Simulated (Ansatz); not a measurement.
Ansatz (a first-principles code) input (CCSD(T)/aug-cc-pVDZ):

Ansatz 0.2 input:
```yaml
crystal:
  periodic: [false, false, false]
  atoms:
    - {symbol: C, position_ang: [0.00214948, 0.86797098, 0.00149051]}
    - {symbol: C, position_ang: [0.75058129, -0.43583539, -0.00746307]}
    - {symbol: C, position_ang: [-0.75273077, -0.43213559, 0.00597256]}
    - {symbol: H, position_ang: [0.01171755, 1.45362880, 0.91078734]}
    - {symbol: H, position_ang: [-0.00451006, 1.45678848, -0.90578946]}
    - {symbol: H, position_ang: [1.25028356, -0.72912596, -0.92080071]}
    - {symbol: H, position_ang: [1.26651116, -0.73228564, 0.89577609]}
    - {symbol: H, position_ang: [-1.25388730, -0.72608269, 0.91830178]}
    - {symbol: H, position_ang: [-1.27011491, -0.72292301, -0.89827503]}
basis:
  gaussian:
    orbitals: aug-cc-pVDZ
magnetization: {spin_polarized: false}
correlation: {method: ccsd_t, electrons: outside_noble_gas}
output: {forces: true}
```

End of the output:

```
mean field evaluation 4: about -3185.6456 eV, gradient 2.9e0 eV
mean field evaluation 8: about -3185.6742 eV, gradient 1.9e-3 eV
mean field evaluation 16: about -3185.6742 eV, gradient 5.6e-2 eV
mean field -3185.67424676 eV, -117.0713692410 hartree, gradient 9.5e-7 eV, S^2 0.000000; 1 other end points of the search recorded, 0 dependent functions left out
3 core orbitals not correlated
reference -3185.67424676 eV, -117.0713692410 hartree; 9, 9 occupied and 111, 111 virtual orbitals, 1218 factors
densities: 1.34 GiB planned
second order -11.92489649 eV of doubles, -0.00000000 eV of singles
coupled cluster: 0.72 GiB planned
cycle   1  -12.58530240 eV  change   -6.6e-1 eV  update   6.8e-2
cycle   2  -12.91399499 eV  change   -3.3e-1 eV  update   2.0e-2
cycle   3  -12.95333836 eV  change   -3.9e-2 eV  update   6.1e-3
cycle   4  -12.95396248 eV  change   -6.2e-4 eV  update   1.6e-3
cycle   5  -12.95456513 eV  change   -6.0e-4 eV  update   4.4e-4
cycle   6  -12.95468721 eV  change   -1.2e-4 eV  update   1.2e-4
cycle   7  -12.95469186 eV  change   -4.7e-6 eV  update   3.2e-5
cycle   8  -12.95470392 eV  change   -1.2e-5 eV  update   9.2e-6
perturbative correction -0.43832369 eV, -0.0161080984 hartree
the calculation of the forces begins
Total energy: -3199.06727437 eV, -117.5635539276 hartree
Atom 0 at     0.002149     0.867971     0.001491 Å, force     0.001314     0.530705     0.000911 eV/Å
Atom 1 at     0.750581    -0.435835    -0.007463 Å, force     0.458929    -0.266484    -0.004563 eV/Å
Atom 2 at    -0.752731    -0.432136     0.005973 Å, force    -0.460244    -0.264222     0.003652 eV/Å
Atom 3 at     0.011718     1.453629     0.910787 Å, force     0.004402     0.243015     0.425651 eV/Å
Atom 4 at    -0.004510     1.456788    -0.905789 Å, force    -0.003195     0.244494    -0.424814 eV/Å
Atom 5 at     1.250284    -0.729126    -0.920801 Å, force     0.206989    -0.121657    -0.427328 eV/Å
Atom 6 at     1.266511    -0.732286     0.895776 Å, force     0.214586    -0.123136     0.423137 eV/Å
Atom 7 at    -1.253887    -0.726083     0.918302 Å, force    -0.207592    -0.122097     0.426910 eV/Å
Atom 8 at    -1.270115    -0.722923    -0.898275 Å, force    -0.215190    -0.120618    -0.423555 eV/Å
Dipole moment:     0.000000    -0.000000    -0.000000 e Å
```
